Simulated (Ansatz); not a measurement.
How the smallest direct gap on the k points sampled of trigonal Te moves with the method

No measured value is used here.

```json
[
 {"level (code)": "LDA (Ansatz)", "value (eV)": "0.13"},
 {"level (code)": "PBE+SOC (Ansatz)", "value (eV)": "?"},
 {"level (code)": "r²SCAN+SOC (Ansatz)", "value (eV)": "0.15"},
 {"level (code)": "HSE06+SOC (Ansatz)", "value (eV)": "0.37"},
 {"level (code)": "G0W0@PBE (Ansatz)", "value (eV)": "0.41"}
]
```

### Question
Some entries are withheld; supply them.

### Answer

- PBE+SOC (Ansatz, a program for electronic structure), value (eV): 0.01

Computed values are for a static lattice. Levels without +SOC have no spin–orbit coupling; where heavier elements are present it shifts gaps, mostly down, and can invert bands.  G0W0@PBE: a quasiparticle level at a band edge is in doubt. Values are at the measured cell (atoms relaxed with PBEsol). Cutoffs and k meshes differ between the levels. Ansatz's density-functional and Hartree–Fock values are scalar-relativistic unless marked +SOC, with PAW data made under PBE.
